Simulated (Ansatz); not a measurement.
Born–Oppenheimer molecular dynamics of C2H6NO (10 atoms, charge 1, multiplicity 1). It starts from a relaxed structure.

Theory: RKS B3LYP-D4/STO-3G in Ansatz.

* ensemble: NVT, Nosé–Hoover chain
* time step: 0.25 fs
* steps asked: 400
* set temperature: 300 K
* thermostat: time constant 100 fs, chain length 3 (defaults)
* seed: 688692

First frame:

```xyz
10
Properties=species:S:1:pos:R:3
C -1.175 0.653 0.360
C 0.088 0.332 0.037
N 0.460 -1.139 -0.289
O 1.290 1.027 -0.102
H -1.439 1.692 0.591
H -1.974 -0.097 0.404
H -0.051 -1.498 -1.150
H 0.244 -1.794 0.520
H 1.506 -1.177 -0.482
H 1.050 2.000 0.110
```

Problem. How far do the bonds stretch over the last three quarters of this one trajectory? (Pairs bonded in most of those frames.)

Solution. 
```tsv
bond	mean (Å)	spread (Å)	shortest	longest
C1–C2	1.344	0.013	1.32	1.37
C1–H5	1.100	0.022	1.06	1.14
C1–H6	1.099	0.023	1.06	1.14
C2–N3	1.559	0.027	1.52	1.61
C2–O4	1.396	0.015	1.37	1.43
N3–H7	1.065	0.017	1.04	1.09
N3–H8	1.064	0.017	1.03	1.09
N3–H9	1.066	0.021	1.03	1.10
O4–H10	1.025	0.012	1.01	1.04
```

Mean temperature of the second half: 174 K. The conserved energy stayed within 0.063 meV per atom of its start (net change 0.046 meV per atom), so the integration is sound. The mean temperature of the second half is 42 % below the set value. A run of 0.1 ps of so small a system gives no equilibrium averages. Limits of this set-up: minimal basis, the dipole of an ion depends on the origin.

The run took 5.2 min on 1 thread of Arm Neoverse V2, on a shared host, peak memory 0.18 GiB.
